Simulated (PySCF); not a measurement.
## Si: ionisation energy

Si [Ne] 3s2 3p2 (3P) → Si⁺ [Ne] 3s2 3p1 (2P), as a difference of total energies. Calculation: PySCF 2.14, in aug-cc-pVDZ-DK; scalar relativity by spin-free X2C-1e. Correlated levels: valence: [Ne] frozen. The calculations carry no spin-orbit coupling.

```csv
method,ionisation energy (eV)
UHF,7.640
BP86,8.263
PBE0,8.220
MP2 (valence),7.952
SCS-MP2 (valence),7.873
CCSD (valence),7.981
CCSD(T) (valence),7.998
```

Problem. How much does correlation contribute at CCSD(T) (valence)?

Solution. 7.998 − (7.640) = 0.358 eV, measured against UHF.

Errors of the correlated levels include the incompleteness of this basis and the frozen core.

For comparison: 8.157 eV (measured; NIST levels, between the centres of gravity of the two terms).
